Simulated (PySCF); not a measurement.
**CN₂: singlet, from a linear start**

Aim: relax CN₂ as a singlet from a linear start, check by its vibrations whether the end is a minimum, and collect its spectrum and constants.

The runs use PySCF 2.14.0; B3LYP, basis C def2-TZVP, N def2-TZVP, no relativity, density fitting.

### Step 1. Where the work starts

3 atoms, charge 0, spin multiplicity 1.

Bond lengths: C1–N2 1.270 Å, C1–N3 1.270 Å. Angles: N2–C1–N3 180.0°.

Z-matrix (Å, degrees; charge 0 multiplicity 1):
```
C
N  1 1.2700
N  1 1.2700 2 180.00
```

### Step 2. First SCF at the start

One driver script runs all steps and calls PySCF; scf.py shows how it sets up the SCF of each step. The optimiser is the driver's own. After this first run the driver tries any further starts and a stability analysis.

scf.py reads:

```python
from pyscf import gto, scf, dft
mol = gto.M(atom='''
C      0.000000     0.000000     0.000000
N      0.000000     0.000000     1.270000
N      0.000000     0.000000    -1.270000''',
    basis={'C': 'def2-TZVP', 'N': 'def2-TZVP'},
    charge=0, spin=0)
mf = dft.RKS(mol, xc='B3LYP')
mf.grids.atom_grid = (50, 194)
aux = {'C': 'def2-universal-JKFIT', 'N': 'def2-universal-JKFIT'}
mf = mf.density_fit(auxbasis=aux)
mf.conv_tol = 1e-08
mf.diis_space = 10
mf.max_cycle = 60
mf.init_guess = 'minao'
mf.verbose = 4
mf.kernel()
```

Launch:

```
OMP_NUM_THREADS=2 python axn.py task.json out
```

The log of the run:

```text
init E= -147.692272298091
cycle= 1 E= -147.479516695577  delta_E= 0.213  |g|= 0.209  |ddm|= 1.71
  HOMO = -0.318081968256408  LUMO = -0.264619224074487  gap/eV = 1.45480
cycle= 2 E= -147.476218420095  delta_E= 0.0033  |g|= 0.253  |ddm|= 0.362
  HOMO = -0.312175020043455  LUMO = -0.257069418778677  gap/eV = 1.49950
cycle= 3 E= -147.489430243933  delta_E= -0.0132  |g|= 0.0752  |ddm|= 0.163
  HOMO = -0.301930054865203  LUMO = -0.245979453808928  gap/eV = 1.52249
cycle= 4 E= -147.49050162427  delta_E= -0.00107  |g|= 0.014  |ddm|= 0.0465
  HOMO = -0.304907625591603  LUMO = -0.248385449494052  gap/eV = 1.53805
cycle= 5 E= -147.490543557875  delta_E= -4.19e-05  |g|= 0.00103  |ddm|= 0.0109
  HOMO = -0.30478255578376  LUMO = -0.248174112392917  gap/eV = 1.54039
cycle= 6 E= -147.490543851169  delta_E= -2.93e-07  |g|= 8.81e-05  |ddm|= 0.00131
  HOMO = -0.304789865644672  LUMO = -0.248168442153961  gap/eV = 1.54075
cycle= 7 E= -147.490543856131  delta_E= -4.96e-09  |g|= 1.61e-05  |ddm|= 0.000154
  HOMO = -0.304792623900617  LUMO = -0.248170323133948  gap/eV = 1.54077
Extra cycle  E= -147.490543856035  delta_E= 9.61e-11  |g|= 2.82e-05  |ddm|= 2.33e-05
converged SCF energy = -147.490543856035
```

This step, with its further starts and checks, ran for 4.1 s (2 threads of Arm Neoverse V1, shared host).

Energies from each starting density:

```tsv
start	energy (Eh)
the minimal-basis guess	-147.490544
a thermally smeared density	-147.490544
a smeared PBE density	-147.490544
```

The test of internal stability and the other starts found no lower closed-shell solution.

### Step 3. Relaxing the singlet from the linear start

The program finds D∞h symmetry in the start, which this walk keeps. The walk stops when the largest gradient is under 0.0003 Eh/bohr and the energy has settled too.

scf.py: that of step 2 with these lines changed.

```diff
@@ -15 +14,0 @@
-mf.init_guess = 'minao'
```

Steps of the walk:

```tsv
step	energy (Eh)	change (kJ/mol)	largest symmetric gradient (Eh/bohr)
0	-147.490544	0.00	0.07009
1	-147.494655	-10.79	0.05177
2	-147.497252	-17.61	0.00710
3	-147.497309	-17.76	0.00063
4	-147.497310	-17.76	0.00001
```

The walk took 3.4 s.

End point (D∞h, 4 steps, 17.8 kJ/mol gained): C–N 1.222 Å (×2); N–C–N 180.0°.

### Step 4. Vibrations and properties at this point

The point is checked on the finer grid, and tightened if its gradient asks for it. The Hessian and the dipole derivatives come from central differences of analytic gradients, with steps of 0.02 bohr.

scf.py: that of step 3 with these lines changed.

```diff
@@ -3,3 +3,3 @@
-C      0.000000     0.000000     0.000000
-N      0.000000     0.000000     1.270000
-N      0.000000     0.000000    -1.270000''',
+C     -0.000000     0.000000     0.000000
+N      0.000000    -0.000000     1.221525
+N     -0.000000     0.000000    -1.221525''',
@@ -9 +9 @@
-mf.grids.atom_grid = (50, 194)
+mf.grids.atom_grid = (75, 302)
@@ -12 +12 @@
-mf.conv_tol = 1e-08
+mf.conv_tol = 1e-10
```

The driver hands on the density of the step before, so the log starts near convergence.

SCF at the final geometry:

```text
init E= -147.497309525844
  HOMO = -0.304609412616792  LUMO = -0.24737750288849  gap/eV = 1.55736
cycle= 1 E= -147.497309525844  delta_E= -3.13e-13  |g|= 6.79e-07  |ddm|= 4.47e-07
  HOMO = -0.304609457240886  LUMO = -0.247377545621291  gap/eV = 1.55736
Extra cycle  E= -147.497309525842  delta_E= 1.68e-12  |g|= 2.2e-06  |ddm|= 1.38e-06
converged SCF energy = -147.497309525842
```

The whole step took 9.5 s.

Geometry: D∞h; C–N 1.222 Å (×2); N–C–N 180.0°.

Modes, for the most abundant isotopes:

```json
{"ω (cm⁻¹)": "338", "IR (km/mol)": "34.6"}
{"ω (cm⁻¹)": "573", "IR (km/mol)": "9.5"}
{"ω (cm⁻¹)": "1300", "IR (km/mol)": "0.0"}
{"ω (cm⁻¹)": "1841", "IR (km/mol)": "65.7"}
```

All wavenumbers are real: a minimum.

Here the density breaks the symmetry of the frame, and no labels are given; pairs that should be degenerate can split.

Constants and moments:

| Property | Result |
| --- | --- |
| Dipole moment | 0.00 D |
| Highest occupied level | -8.29 eV |
| Lowest empty level | -6.73 eV |
| Rotational constants | 0.4034 cm⁻¹ |
| Zero-point energy | 24.2 kJ/mol |
| Principal polarisabilities | 14.0, 14.8, 38.0 bohr³ |
| Atomisation energy without zero-point energy | 1129 kJ/mol |
| Principal traceless quadrupole moments about the centre of mass | -4.94, 0.51, 4.42 D Å |
| Entropy at 298.15 K and 1 bar | 216.6 J/(mol K) |
| Heat capacity Cp at 298.15 K | 41.1 J/(mol K) |
| Enthalpy at 298.15 K above 0 K | 10.16 kJ/mol |
| Rotational symmetry number | 2 |

Populations by atom (charges in e):

```json
{"atom": "C1", "Mulliken": "0.11", "Löwdin": "-0.37", "polar tensor": "0.03", "Mayer order to C1": "–"}
{"atom": "N2,3", "Mulliken": "-0.05", "Löwdin": "0.18", "polar tensor": "-0.01", "Mayer order to C1": "2.06"}
```

Outer orbital energies (eV). occupied: -280.06, -27.28, -25.27, -12.96, -12.43, -12.37, -11.89, -8.29; empty: -6.73, 1.15, 1.22, 1.28.

Mulliken populations on C1: s 3.02, p 2.76, d 0.09, f 0.02.

### Step 5. The broken-symmetry singlet

A stability analysis found the closed shell of the lowest minimum unstable towards spin polarisation, so the unrestricted solution is followed.

The program finds D∞h symmetry in the start, which may break. The walk stops when the largest gradient is under 0.0003 Eh/bohr and the energy has settled too.

scf.py: that of step 4 with these lines changed.

```diff
@@ -8,2 +8,2 @@
-mf = dft.RKS(mol, xc='B3LYP')
-mf.grids.atom_grid = (75, 302)
+mf = dft.UKS(mol, xc='B3LYP')
+mf.grids.atom_grid = (50, 194)
@@ -12 +12 @@
-mf.conv_tol = 1e-10
+mf.conv_tol = 1e-08
```

The optimiser's trace:

```tsv
step	energy (Eh)	change (kJ/mol)	largest gradient (Eh/bohr)
0	-147.534443	0.00	0.00176
1	-147.534445	-0.01	0.00115
2	-147.534447	-0.01	0.00001
```

The walk took 3.2 s.

Geometry (Å) and forces (eV/Å) at some steps:

```
step 0
C    0.000   0.000   0.000   0.000   0.000   0.000
N    0.000   0.000   1.222   0.000   0.000   0.091
N    0.000   0.000  -1.222   0.000   0.000  -0.090
step 1
C    0.000   0.000   0.000   0.000   0.000   0.000
N    0.000   0.000   1.223   0.000   0.000  -0.059
N    0.000   0.000  -1.223   0.000   0.000   0.059
step 2
C    0.000   0.000   0.000   0.000   0.000   0.000
N    0.000   0.000   1.223   0.000   0.000   0.000
N    0.000   0.000  -1.223   0.000   0.000   0.000
```

End point (D∞h, 2 steps, 0.0 kJ/mol gained): C–N 1.223 Å (×2); N–C–N 180.0°.

### Step 6. Hessian and properties

As before: finer grid, then central differences.

scf.py: that of step 5 with these lines changed.

```diff
@@ -3,3 +3,3 @@
-C     -0.000000     0.000000     0.000000
-N      0.000000    -0.000000     1.221525
-N     -0.000000     0.000000    -1.221525''',
+C      0.000000     0.000000     0.000000
+N      0.000000    -0.000000     1.222582
+N     -0.000000     0.000000    -1.222582''',
@@ -9 +9 @@
-mf.grids.atom_grid = (50, 194)
+mf.grids.atom_grid = (75, 302)
@@ -12 +12 @@
-mf.conv_tol = 1e-08
+mf.conv_tol = 1e-10
```

SCF at the final geometry:

```text
init E= -147.534446595339
[... the frontier-level lines of each cycle are left out ...]
cycle= 1 E= -147.534446595338  delta_E= 3.69e-13  |g|= 1.26e-06  |ddm|= 8.62e-07
Extra cycle  E= -147.534446595331  delta_E= 6.96e-12  |g|= 3.86e-06  |ddm|= 2.57e-06
converged SCF energy = -147.534446595331  <S^2> = 1.0298228  2S+1 = 2.2625851
```

The whole step ran for 18 s (2 threads of Arm Neoverse V1, shared host).

Geometry: D∞h; C–N 1.223 Å (×2); N–C–N 180.0°.

Harmonic modes (main isotopes):

```csv
ω (cm⁻¹),IR (km/mol),μ (u)
459,20.3,12.54
459,20.3,12.54
1289,0.0,14.00
1623,169,12.54
```

No imaginary mode, so this is a minimum.

Here the density breaks the symmetry of the frame, and no labels are given; pairs that should be degenerate can split.

Constants and moments:

| Property | Result |
| --- | --- |
| Dipole moment | 0.00 D |
| Highest occupied level | -9.22 eV |
| Lowest empty level | -5.65 eV |
| Rotational constants | 0.4027 cm⁻¹ |
| Zero-point energy | 22.9 kJ/mol |
| Principal polarisabilities | 14.7, 14.7, 37.7 bohr³ |
| Atomisation energy without zero-point energy | 1226 kJ/mol |
| Principal traceless quadrupole moments about the centre of mass | -4.94, 2.47, 2.47 D Å |
| Entropy at 298.15 K and 1 bar | 215.9 J/(mol K) |
| Heat capacity Cp at 298.15 K | 41.2 J/(mol K) |
| Enthalpy at 298.15 K above 0 K | 10.06 kJ/mol |
| Rotational symmetry number | 2 |
| Spin squared ⟨S²⟩ | 1.030 |

Populations by atom (charges in e):

| atom | Mulliken | Löwdin | polar tensor | spin (Mulliken) | Mayer order to C1 |
| --- | --- | --- | --- | --- | --- |
| C1 | 0.10 | -0.37 | -0.12 | 0.00 | – |
| N2,3 | -0.05 | 0.18 | 0.06 | 0.00 | 2.04 |

Outer orbital energies (eV). α occupied: -279.97, -27.18, -25.17, -12.96, -12.89, -11.80, -11.75, -9.22; empty: -5.65, 0.84, 1.18, 1.81. β occupied: -279.97, -27.18, -25.17, -12.96, -12.89, -11.80, -11.75, -9.22; empty: -5.65, 0.84, 1.18, 1.81.

Mulliken populations on C1: s 3.02, p 2.77, d 0.08, f 0.02.

### Step 7. All stationary points

| spin | group | bonds | imaginary modes (cm⁻¹) | ΔE (kJ/mol) | with zero-point energy |
| --- | --- | --- | --- | --- | --- |
| broken-symmetry (Ms = 0) | D∞h (density of lower symmetry) | C–N 1.223 Å (×2) | none | 0.0 | 0.0 |
| singlet | D∞h (density of lower symmetry) | C–N 1.222 Å (×2) | none | 97.5 | 98.8 |

### Step 8. Summary of results

| quantity | value |
| --- | --- |
| minimum | broken-symmetry (Ms = 0), D∞h |
| geometry | C–N 1.223 Å (×2); N–C–N 180.0° |
| wavenumbers (cm⁻¹) | 459, 459, 1289, 1623 |
| dipole moment | 0.00 D |
| highest occupied, lowest empty level (either spin) | -9.22, -5.65 eV |
| polar-tensor charge of C1 | -0.12 e |
| zero-point energy | 22.9 kJ/mol |
| entropy at 298.15 K | 215.9 J/(mol K) |
| atomisation energy (no zero-point energy) | 1226 kJ/mol |
| ⟨S²⟩ | 1.030 |

The linear start keeps its D∞h symmetry and ends in a minimum. The determinant is spin-contaminated (⟨S²⟩ = 1.03 against 0.00), so it is no pure spin state. The strongest infrared band lies at 1623 cm⁻¹. Other starts or spin states, not run here, may lie lower. The SCF density has lower symmetry than the nuclear frame.

The search up to here took 40 s.
